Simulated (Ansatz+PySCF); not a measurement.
The numbers below are computed, except where a source is named.
## BH3NH3 → BH3 + NH3

BH3NH3 (charge 0, multiplicity 1):
```xyz
8

B     0.0000    0.0000   -0.9155
N     0.0000    0.0000    0.7196
H     0.0000   -1.1803   -1.2418
H    -1.0222    0.5901   -1.2418
H     1.0222    0.5901   -1.2418
H     0.0000    0.9514    1.0887
H    -0.8239   -0.4757    1.0887
H     0.8239   -0.4757    1.0887
```

BH3 (charge 0, multiplicity 1):
```xyz
4

B     0.0000    0.0000    0.0000
H     1.2065    0.0000    0.0000
H    -0.6033    1.0449    0.0000
H    -0.6033   -1.0449    0.0000
```

NH3 (charge 0, multiplicity 1):
```xyz
4

N     0.0000    0.0000    0.1216
H     0.9358    0.0000   -0.2837
H    -0.4679    0.8105   -0.2837
H    -0.4679   -0.8105   -0.2837
```

Shapes relaxed with PBE0/def2-SVP. Single points in def2-SVP with Ansatz (development build ahead of 0.2.0), no zero-point energy. Correlated methods freeze no orbital on H to Be, one on B to Mg, five on Al to Zn, nine on Ga to Sr.

```
              method  reaction energy
   CCSD (restricted)     147.5 kJ/mol
CCSD(T) (restricted)     152.4 kJ/mol
     HF (restricted)     107.0 kJ/mol
    MP2 (restricted)     156.7 kJ/mol
   PBE0 (restricted)     170.8 kJ/mol
 r2SCAN (restricted)     168.0 kJ/mol
  wB97X (restricted)     156.8 kJ/mol
```

Task: What does PBE (restricted) give?

Result: 174.9 kJ/mol.
